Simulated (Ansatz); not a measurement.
Born–Oppenheimer molecular dynamics of BFH$_{2}$O (5 atoms, charge 0, multiplicity 1). It starts from a relaxed structure.

The calculation used RKS PBE0-D4/def2-SVP (Ansatz).

| Item | Value |
| --- | --- |
| ensemble | NVE (velocity Verlet) |
| time step | 1 fs |
| steps asked | 100 |
| starting velocities drawn for | 500 K |
| seed | 145926 |

First frame:

```xyz
5
Properties=species:S:1:pos:R:3
B 0.011 -0.068 -0.057
F -0.074 -0.147 1.269
H 1.057 0.225 -0.574
O -1.067 -0.315 -0.817
H -1.848 -0.541 -0.297
```

Task: How far do the bonds stretch over the last three quarters of this one trajectory? (Pairs bonded in most of those frames.)

Result: 
```tsv
bond	mean (Å)	spread (Å)	shortest	longest
B1–F2	1.331	0.029	1.29	1.39
B1–H3	1.205	0.011	1.18	1.22
B1–O4	1.346	0.033	1.29	1.40
O4–H5	0.966	0.004	0.96	0.97
```

Mean temperature of the second half: 255 K. The conserved energy stayed within 0.35 meV per atom of its start (net change 0.21 meV per atom), so the integration is sound. Over the second half the temperature averaged 0.51 of the 500 K drawn at the start: a run that starts near a minimum puts about half its kinetic energy into the potential. A run of 0.1 ps of so small a system gives no equilibrium averages.

Time of the run: 71 s on 1 thread of Arm Neoverse V2, on a shared host, peak memory 0.091 GiB.
